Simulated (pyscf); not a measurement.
Four-centre exchange: Cl–In(Cl)–Cl (SMILES [Cl][In]([Cl])[Cl]) + HO–SiH₃ (SMILES O[SiH3]) -> HCl (SMILES Cl) + HO–SiH₂–In(Cl)–Cl (SMILES O[SiH2][In]([Cl])[Cl])

Gas phase, singlet surface, charge 0. Bonds broken: Cl1–In2, Si6–H8. Bonds formed: Cl1–H8, In2–Si6. Single points on ωB97X-D3(BJ)/def2-SVP structures (PySCF, gas phase).

Transition state (Å):

```xyz
10

Cl    -0.9234    -0.0148     2.4860
In    -1.9886    -0.5902     0.2382
Cl    -1.0942    -2.5670    -0.6507
Cl    -4.2670    -0.1963     0.2636
O      0.9856    -0.0267    -1.3278
Si    -0.1127     1.0783    -0.7630
H      0.6780    -0.9405    -1.4185
H     -0.6330     0.6219     1.0211
H      0.5975     2.1722    -0.0552
H     -0.9859     1.6696    -1.8168
```

One imaginary mode, 1251i cm⁻¹; descent along it reached the two sides named, in the forms told below.

| bond | change | reactant side (Å) | saddle | product side |
|---|---|---|---|---|
| Cl1–In2 | breaks | 2.315 | 2.553 | 2.8 |
| Si6–H8 | breaks | 1.545 | 1.914 | 2.6 |
| Cl1–H8 | forms | 3.3 | 1.623 | 1.332 |
| In2–Si6 | forms | 3.2 | 2.7 | 2.515 |

Electronic energies relative to the separated reactants (eV):

| level | barrier | reaction energy | reverse barrier |
|---|---|---|---|
| ωB97X-D3(BJ)/def2-TZVP | 1.39 | +0.59 | 0.80 |
| PBE/def2-TZVP | 1.18 | +0.50 | 0.68 |
| r²SCAN/def2-TZVP | 1.26 | +0.61 | 0.65 |
| B3LYP-D3(BJ)/def2-TZVP | 1.42 | +0.59 | 0.83 |
| PBE0-D3(BJ)/def2-TZVP | 1.26 | +0.55 | 0.72 |
| M06-2X/def2-TZVP | 1.61 | +0.79 | 0.81 |
| ωB97M-D3(BJ)/def2-TZVP | 1.62 | +0.65 | 0.97 |
| HF/def2-TZVP | 2.72 | +1.08 | 1.64 |

With ωB97M-D3(BJ)/def2-TZVP energies and thermal terms (ideal gas, 1 atm, RRHO with modes under 100 cm⁻¹ raised to 100, one conformer, R ln 2 for chiral ones without a mode under 150 cm⁻¹), in eV:

```json
[
 {"T (K)": "298", "ΔH‡": "1.56", "ΔG‡": "2.07", "ΔH": "+0.66", "ΔG": "+0.71"},
 {"T (K)": "600", "ΔH‡": "1.60", "ΔG‡": "2.56", "ΔH": "+0.69", "ΔG": "+0.74"},
 {"T (K)": "900", "ΔH‡": "1.64", "ΔG‡": "3.04", "ΔH": "+0.71", "ΔG": "+0.76"},
 {"T (K)": "1200", "ΔH‡": "1.67", "ΔG‡": "3.50", "ΔH": "+0.72", "ΔG": "+0.77"}
]
```

On the reactant side the descent ends in an adduct with a H–In contact, 0.57 eV under the separated species and 1.96 eV under the saddle at ωB97X-D3(BJ)/def2-TZVP. On the product side the descent ends in an adduct with a Cl–In contact (not fully relaxed), 0.45 eV under the separated species and 1.25 eV under the saddle at ωB97X-D3(BJ)/def2-TZVP. What is counted as broken (Cl–In) persists as a longer contact in the product adduct; parting that adduct is a step of its own. One saddle was located; it need not be the lowest between these sides. Elements past Kr carry the def2 core potentials, without spin-orbit coupling.
